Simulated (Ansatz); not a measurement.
Computed with Ansatz.

A structure relaxed at PBE0-D4/def2-TZVP, charge 0, multiplicity 1:

```
atom    x (Å)    y (Å)    z (Å)
  C1   0.3519   1.0284   0.9148
  C2  -0.5776   0.4012  -0.1200
 Si3   0.0472  -1.2376  -0.7869
  H4  -0.0396   1.9802   1.2829
  H5   1.3429   1.2213   0.4957
  H6   0.4868   0.3727   1.7790
  H7  -0.7219   1.0805  -0.9671
  H8  -1.5725   0.2374   0.3080
  H9   0.2036  -2.2220   0.3199
 H10   1.3758  -1.0603  -1.4364
 H11  -0.8966  -1.8019  -1.7901
```

(1) Give its formula and SMILES.

(2) Point group (tolerance 0.08 Å, 0.16 Å for H)?

(3) Summarise the bond lengths by kind.

Results:

(1) C2H8Si, `CC[SiH3]`.

(2) Cs.

(3) 1 × C–C 1.526 Å; 5 × C–H 1.093 to 1.095 Å; 1 × C–Si 1.876 Å; 3 × H–Si 1.489 Å.
